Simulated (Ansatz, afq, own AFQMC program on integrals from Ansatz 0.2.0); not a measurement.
Integrals from Ansatz 0.2.0, then the random walk in our own AFQMC program (afq).

```yaml
crystal:
  periodic: [false, false, false]
  atoms:
    - {symbol: Ge, position_ang: [0.000000, 0.000000, 0.000000]}
    - {symbol: Ge, position_ang: [0.000000, 0.000000, 2.383102]}
basis:
  gaussian: {orbitals: cc-pVTZ}
magnetization: {spin_polarized: false, initial_magnetization: 2}
correlation: {method: ccsd_t, electrons: outside_noble_gas, hamiltonian_folder: ham}
```

```sh
$ ansatz run in.yaml --threads 1 --pin off --events-out ev --progress --plain --max-ram 24576MiB --backend cuda --devices 0, --max-vram 18GiB
```

Options of the walk:

```
--method phaseless --trial cisd --walkers 2800 --populations 20 --least-time 60 --time-step 0.005 --steps-per-block 50 --equilibration-blocks 28 --max-blocks 4000 --target-error 0.00017 --factor-cut 1e-05 --start spin_pure --seed 8556 --release-times 0.24,0.51,0.99,1.62,2.4 --release-step 0.03 --release-every 3 --taylor-order 6
```

Times are imaginary, in 1/Eh. The walk had a cap of 237 s. With eight or more populations the least sampling time is a fifth of least-time, and the error comes from their spread. Filled inner d shells are frozen with the cores.

Log:

```
orbitals 58  electrons 5 3  factors 457 of 577
reference energy -4150.76794182 Eh
CCSD correlation -0.17467596 Eh in 9 cycles, weight of the determinant in the CISD state 0.8649
energy of the start -4150.942622 Eh
 block  time / (1/Eh)  mean weight  energy / Eh
     1     0.250  0.9997  -4150.940937
     2     0.500  0.9999  -4150.941913
     3     0.750  1.0000  -4150.943414
     4     1.000  0.9998  -4150.945044
     5     1.250  1.0001  -4150.946564
     8     2.000  1.0000  -4150.949578
    11     2.750  1.0000  -4150.951585
    41    10.250  1.0002  -4150.954525
    71    17.750  1.0000  -4150.953835
   101    25.250  0.9999  -4150.952829
   131    32.750  0.9998  -4150.944910
   161    40.250  1.0001  -4150.952858
   191    47.750  0.9998  -4150.953383
   221    55.250  0.9998  -4150.952235
   251    62.750  0.9999  -4150.952133
   281    70.250  1.0001  -4150.953027
   311    77.750  1.0002  -4150.951988
   341    85.250  0.9998  -4150.953409
   371    92.750  0.9998  -4150.951864
   401   100.250  1.0001  -4150.952760
error from the spread of 20 populations
released: time / (1/Eh)  energy / Eh  error  mean overlap
  0.24  -4150.952971  0.000071  1.0003
  0.51  -4150.952622  0.000617  1.0000
  0.99  -4150.953765  0.000065  0.9974
  1.62  -4150.946912  0.006422  0.9945
  2.40  -4150.954722  0.000611  0.9931
energy -4150.952765 +/- 0.000083 Eh
(rows thinned)
```

The run passed its tests (sampling time, drift between the halves within three errors, error under three times the target), which doesn't prove that it has relaxed, ending at its cap on processor time.

Against this walk (error 2.2 meV) on the same determinant: CCSD(T) 8.1 meV higher, CCSDT(Q) 51.2 meV lower. The error is statistical and leaves out the bias of the constraint. The released energies have errors that jump between times, so the bars are unsure (meV from the phaseless value at times in 1/Eh: -5.6 ± 1.9 at 0.24, 4 ± 17 at 0.51, -27.2 ± 1.8 at 0.99, 159 ± 175 at 1.62, -53 ± 17 at 2.40), so they give no level; they do show a bias of the constraint, and the last of them that isn't too noisy lies 24 meV above CCSDT(Q). CCSDT(Q) is the surest value here, so the walk's 51 meV above it is most likely the bias of the constraint with this trial, which can have either sign.

Cautions: constraint bias not in the error; no relativity below Rb; no spin-orbit coupling; inner d shell frozen.

The walk took 4 min on 1 × NVIDIA H100 80GB HBM3 with 2 threads of AMD EPYC 7R13 Processor (Zen 3), with other jobs on the host (the card was shared). The log's last line is the phaseless energy.

CCSDT and higher add their correlation energy to the determinant of the CCSD(T) run, since their own runs factorise the integrals more tightly (a shift of under 2 meV). A walk keeps the symmetry of its determinant, which the program's search chose and which needn't be the lowest solution, so a lower state of the same spin and another symmetry isn't excluded.
